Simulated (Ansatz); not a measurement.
**H2B–P, singlet: vertical spin and charge gaps**

Geometry (PBE0/def2-TZVP stationary point for this spin, not checked as a minimum):

```json
{"atom": "B", "x (Å)": "0.0000", "y (Å)": "0.0000", "z (Å)": "1.1993"}
{"atom": "P", "x (Å)": "0.0000", "y (Å)": "0.0000", "z (Å)": "-0.5361"}
{"atom": "H", "x (Å)": "0.0000", "y (Å)": "1.0399", "z (Å)": "1.8053"}
{"atom": "H", "x (Å)": "0.0000", "y (Å)": "-1.0399", "z (Å)": "1.8053"}
```

Basis cc-pVDZ; Ansatz 0.2.0. Correlated methods freeze the noble-gas cores. Prefix R: restricted or restricted open-shell reference; prefix U: unrestricted. Active spaces: valence = (10e, 10o) chosen from the atoms' valence shells.

Gaps are energies of the second state less the first, at fixed atoms, for a selection of the levels run; each method lands on the state that its own search finds for that charge and spin.

Unrestricted rows (U, and Kohn–Sham where it breaks symmetry) aren't spin-pure: their determinants' ⟨S²⟩ exceeds S(S+1) by up to 0.76, so they mix in states of higher spin. A value is left out where its run failed or describes another state than the reference as far as symmetry and spin tell, or, spin-broken singlets apart, can't be checked.

PBE gives 9.436 eV for removing an electron, to the doublet. Estimate what RCCSDTQ gives in cc-pVDZ.

RCCSDTQ in cc-pVDZ gives 9.300 eV, so against it PBE is off by 0.136 eV.

```
                 level  gap (eV)  error (meV)  ⟨S²⟩ where 0.1 over S(S+1) (first / second)
                  RMP2     9.247          -53                                        – / –
                  UMP2     9.121         -179                                     0.76 / –
                 UCCSD     9.216          -84                                     0.76 / –
                RCCSDT     9.294           -6                                        – / –
                UCCSDT     9.289          -11                                     0.76 / –
             RCCSDT(Q)     9.302            2                                        – / –
CASSCF (valence space)     8.562         -738                                        – / –
MRCISD (valence space)     9.218          -82                                        – / –
               wB97M-V     9.428          128                                        – / –
                B2PLYP     9.318           18                                     0.53 / –
```

PBE gives 0.463 eV for triplet less singlet. Estimate what RCCSDTQ gives in cc-pVDZ.

RCCSDTQ in cc-pVDZ gives 0.340 eV, so against it PBE is off by 0.123 eV.

| level | gap (eV) | error (meV) | ⟨S²⟩ where 0.1 over S(S+1) (first / second) |
| --- | --- | --- | --- |
| RMP2 | 0.138 | -202 | – / – |
| RCCSD | 0.244 | -96 | – / – |
| RCCSDT | 0.332 | -8 | – / – |
| RCCSDT(Q) | 0.341 | 1 | – / – |
| UCCSDT(Q) | 0.343 | 3 | 0.76 / – |
| PBE0 | 0.288 | -52 | 0.37 / – |
| B3LYP | 0.394 | 54 | 0.27 / – |
| wB97M-V | 0.468 | 128 | – / – |
| B2PLYP | 0.298 | -42 | 0.53 / – |
| RPA-PBE | 0.406 | 66 | 0.17 / – |

In so small a basis the reference is far from its limit while semilocal and hybrid functionals are nearer theirs (RPA and double hybrids share much of the reference's basis error), so the functionals' errors here hold much of the reference's basis and frozen-core error, which can add to them or hide them.

Full CI isn't at hand for all of this; RCCSDTQ serves as the reference, and is uncertain by about the last step of the cluster series. The frozen core follows each run's orbitals, which can shift R against U totals by a few meV.
